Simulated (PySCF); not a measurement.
**Working out the ionisation energy of N**

N [He] 2s2 2p3 (4S) → N⁺ [He] 2s2 2p2 (3P). Computed with PySCF 2.14 in cc-pVTZ-DK, with the spin-free X2C one-electron Hamiltonian (Gaussian nucleus). Frozen: 1s2. Energies in hartree (1 hartree = 27.21139 eV):

```tsv
part	N (lower)	N⁺ (upper)
UHF	-54.429886	-53.919642
CCSD correlation	-0.111786	-0.092547
(T)	-0.002277	-0.001595
```

Q: What does Hartree-Fock give?

A: (-53.919642) − (-54.429886) = 0.510244 hartree = 13.884 eV.

Q: What do CCSD and CCSD(T) give?

A: The CCSD correlation energies differ by 0.019239 hartree = 0.524 eV and the triples by 0.000682 hartree = 0.019 eV, so CCSD gives 14.408 eV and CCSD(T) 14.427 eV.

Measured between the centres of the two terms (NIST): 14.545 eV, so CCSD(T) (valence) is off by -0.118 eV.

What remains against the reference includes basis incompleteness, the frozen core and higher excitations.
